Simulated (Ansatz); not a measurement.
**Which isomer of H5SSi2 gives these data?**

These gas-phase data were calculated for one isomer of H5SSi2 at r2SCAN-D4/def2-SVP (harmonic, unscaled wavenumbers; equilibrium rotational constants with average atomic masses):

| Quantity | Value |
| --- | --- |
| rotational constants | 11.09, 2.245, 1.929 GHz |
| all wavenumbers above 1500 cm⁻¹ | 2689, 2227, 2220, 2199, 2158 |

Candidates:

(1) `[SiH2]S[SiH3]`, a doublet
(2) `[SiH3][SiH2][S]`, a doublet
(3) `[SiH3][SiH]S`, a doublet

Task: Which candidate do the data belong to?

Result: Candidate (3). The band at 2689 cm⁻¹ lies where the S–H stretch is expected; (1), (2) have no mode between 2500 and 2800 cm⁻¹.

The same quantities for all candidates:

|  | rotational constants (GHz) | wavenumbers above 1500 cm⁻¹ | E above the lowest, r2SCAN-D4/def2-SVP (kcal/mol) |
| --- | --- | --- | --- |
| (1) | 10.2, 2.785, 2.269 | 2255, 2231, 2224, 2219, 2165 | 0.0 |
| (2) | 9.14, 2.545, 2.09 | 2247, 2236, 2206, 2198, 2192 | 10.5 |
| (3) | 11.09, 2.245, 1.929 | 2689, 2227, 2220, 2199, 2158 | 9.4 |

Harmonic stretches to hydrogen usually lie a few per cent above observed fundamentals. Each candidate is one conformer. Open shells are spin-unrestricted. Programs: Ansatz 0.2.0.
